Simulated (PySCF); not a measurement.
How methods differ on the ionisation energy of Al

Al [Ne] 3s2 3p1 (2P) → Al⁺ [Ne] 3s2 (1S), as a difference of total energies. All numbers are calculated (PySCF 2.14, no relativity, point nucleus, in aug-cc-pwCVDZ (6s5p3d, 36 functions)). Correlated levels: valence: [Ne] frozen; valence and next inner shell: 1s2 frozen; nothing frozen. The calculations carry no spin-orbit coupling.

```json
{"method": "UHF", "ionisation energy (eV)": "5.597"}
{"method": "LDA", "ionisation energy (eV)": "6.042"}
{"method": "PBE", "ionisation energy (eV)": "6.079"}
{"method": "PBE0", "ionisation energy (eV)": "6.094"}
{"method": "r2SCAN", "ionisation energy (eV)": "6.168"}
{"method": "revPBE", "ionisation energy (eV)": "6.083"}
{"method": "r2SCAN0", "ionisation energy (eV)": "6.161"}
{"method": "PW91", "ionisation energy (eV)": "6.113"}
{"method": "wB97X-V", "ionisation energy (eV)": "5.938"}
{"method": "MP2 (valence)", "ionisation energy (eV)": "5.760"}
{"method": "SCS-MP2 (valence)", "ionisation energy (eV)": "5.739"}
{"method": "MP2 (valence and next inner shell)", "ionisation energy (eV)": "5.725"}
{"method": "SCS-MP2 (valence and next inner shell)", "ionisation energy (eV)": "5.710"}
{"method": "MP2 (all electrons)", "ionisation energy (eV)": "5.726"}
{"method": "SCS-MP2 (all electrons)", "ionisation energy (eV)": "5.710"}
```

Task: How much does correlation contribute at MP2 (all electrons)?

Result: 5.726 − (5.597) = 0.129 eV, measured against UHF.

Errors of the correlated levels include the incompleteness of this basis and the frozen core.

For comparison: 5.977 eV (measured; NIST levels, between the centres of gravity of the two terms).
